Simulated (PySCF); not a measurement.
Members of the series CXY, Y = H; each row names its spin state. Isolated molecules, 0 K electronic values unless said otherwise. One relaxed conformer stands for each flexible species; it need not be the lowest. Strings in code marks are SMILES.

All values below come from PBE0-D3(BJ)/def2-TZVP (PySCF). All candidates: neutral, multiplicity 3. 

| Item | Result |
|---|---|
| highest occupied spin orbital | -6.46 eV |
| dipole moment | 1.04 D |

Say which member has these values.
A. `[CH]C#C` (lower triplet)
B. `[CH]F` (excited triplet)
C. `[CH]N` (excited triplet)
D. `[CH2]` (lower triplet)

B, `[CH]F` (excited triplet). The others give `[CH]C#C` (lower triplet): -6.55 eV, 0.15 D; `[CH]N` (excited triplet): -5.72 eV, 1.58 D; `[CH2]` (lower triplet): -7.17 eV, 0.64 D
